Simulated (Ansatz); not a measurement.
# Black phosphorus under PBE: convergence with the Methfessel-Paxton smearing

A convergence test of the Methfessel-Paxton smearing width. The geometry was relaxed under PBE beforehand and stays fixed; 7 values are run, from 0.01 to 1.0 eV. Wanted are the values from which on the energy stays within 10 and 1 meV/atom, and the pressure within 0.5 GPa, of the narrowest run. Within the series other settings stay, but some runs also write fields, which adds to their time. Spin polarisation is left out.

Program: Ansatz 0.2.0. Level of theory: DFT PBE, plane waves with PAW, scalar-relativistic. These are calculated values, not measurements.

1 further run of the same task is left out (set aside as unsound or not needed).

## (1) Starting point

Symmetry: Cmce, No. 64, orthorhombic system. Conventional cell: a = 3.320 Å, b = 11.230 Å, c = 4.544 Å, α = 90.00°, β = 90.00°, γ = 90.00°. P (site symmetry m) is surrounded by 3 P at 2.23 to 2.26 Å.

Coordinates:

```cif
data_structure
_symmetry_space_group_name_H-M 'P 1'
_symmetry_Int_Tables_number 1
_cell_length_a 5.8554
_cell_length_b 5.8554
_cell_length_c 4.5442
_cell_angle_alpha 90.000
_cell_angle_beta 90.000
_cell_angle_gamma 147.058
_cell_volume 84.72
loop_
_atom_site_label
_atom_site_type_symbol
_atom_site_fract_x
_atom_site_fract_y
_atom_site_fract_z
_atom_site_occupancy
P1 P 0.09447 0.90553 0.91416 1
P2 P 0.59447 0.40553 0.58584 1
P3 P 0.90553 0.09447 0.08584 1
P4 P 0.40553 0.59447 0.41416 1
```

## (2) Run at 0.01 eV

The run at 0.01 eV.

Input file input.yaml:

```yaml
crystal:
  lattice:
    - [1.6601582724, -5.6150920368, 0.0]
    - [1.6601582724, 5.6150920368, 0.0]
    - [0.0, 0.0, 4.5441911093]
  atoms:
    - { symbol: P, position: [0.0944674488, 0.9055325512, 0.9141610962] }
    - { symbol: P, position: [0.5944674488, 0.4055325512, 0.5858389038] }
    - { symbol: P, position: [0.9055325512, 0.0944674488, 0.0858389038] }
    - { symbol: P, position: [0.4055325512, 0.5944674488, 0.4141610962] }
hamiltonian:
  xc: pbe
  pseudopotentials:
    kind: paw
    azcp:
      P: "pseudopotentials/P.paw.azcp"
basis:
  ecutwfc: 420
  fft_grid_basis: typed
kpoints:
  mp_grid: { grid: [10, 10, 7], shift: [0, 0, 0] }
magnetization:
  spin_polarized: false
scf:
  occupations: { method: methfessel_paxton, width: 0.01 }
  lower_state_search: "off"
output:
  stress: true
  write_density: true
  write_potential: true
  elf: true
  volumetric_format: npy
```

The run is started by

```
> ansatz run input.yaml --threads 1 --pin off --max-ram 3584MiB --backend cpu --events-out ev --progress --plain --runs-dir out
```

## (3) Run at 0.03 eV

The run at 0.03 eV.

input.yaml, as its differences from that of step 2:

```diff
@@ -24,3 +24,3 @@
 scf:
-  occupations: { method: methfessel_paxton, width: 0.01 }
+  occupations: { method: methfessel_paxton, width: 0.03 }
   lower_state_search: "off"
@@ -28,5 +28 @@
   stress: true
-  write_density: true
-  write_potential: true
-  elf: true
-  volumetric_format: npy
```

## (4) Run at 0.1 eV

The run at 0.1 eV.

input.yaml, as its differences from that of step 3:

```diff
@@ -24,3 +24,3 @@
 scf:
-  occupations: { method: methfessel_paxton, width: 0.03 }
+  occupations: { method: methfessel_paxton, width: 0.1 }
   lower_state_search: "off"
```

## (5) Run at 0.2 eV

The run at 0.2 eV.

input.yaml, as its differences from that of step 4:

```diff
@@ -24,3 +24,3 @@
 scf:
-  occupations: { method: methfessel_paxton, width: 0.1 }
+  occupations: { method: methfessel_paxton, width: 0.2 }
   lower_state_search: "off"
```

## (6) Run at 0.3 eV

The run at 0.3 eV.

input.yaml, as its differences from that of step 5:

```diff
@@ -24,3 +24,3 @@
 scf:
-  occupations: { method: methfessel_paxton, width: 0.2 }
+  occupations: { method: methfessel_paxton, width: 0.3 }
   lower_state_search: "off"
```

## (7) Run at 0.6 eV

The run at 0.6 eV.

input.yaml, as its differences from that of step 6:

```diff
@@ -24,3 +24,3 @@
 scf:
-  occupations: { method: methfessel_paxton, width: 0.3 }
+  occupations: { method: methfessel_paxton, width: 0.6 }
   lower_state_search: "off"
```

## (8) Run at 1.0 eV

The run at 1.0 eV.

input.yaml, as its differences from that of step 7:

```diff
@@ -24,3 +24,3 @@
 scf:
-  occupations: { method: methfessel_paxton, width: 0.6 }
+  occupations: { method: methfessel_paxton, width: 1.0 }
   lower_state_search: "off"
```

(Steps that only read results are left out.)

Q: Predict the outcome of this session.

**Answer**, as computed:

| quantity | value |
| --- | --- |
| E(σ → 0) stays within 10 meV/atom of 0.01 eV | up to 1.0 eV |
| E(σ → 0) stays within 1 meV/atom | up to 0.6 eV |
| pressure stays within 0.5 GPa | up to 1.0 eV |
| pressure at 0.01 eV | -0.07 GPa |

The far end, 1.0 eV, lies +3.1 meV/atom and -0.2 GPa from the yardstick. The free energy F moves by +18.8 meV/atom over the range, and the estimate for σ → 0 by +3.1. While the width stays far under the gap, it changes nothing. The cell taken over is 11 % larger than the measured one (19.03 Å³/atom, COD), which weighs on all values here.
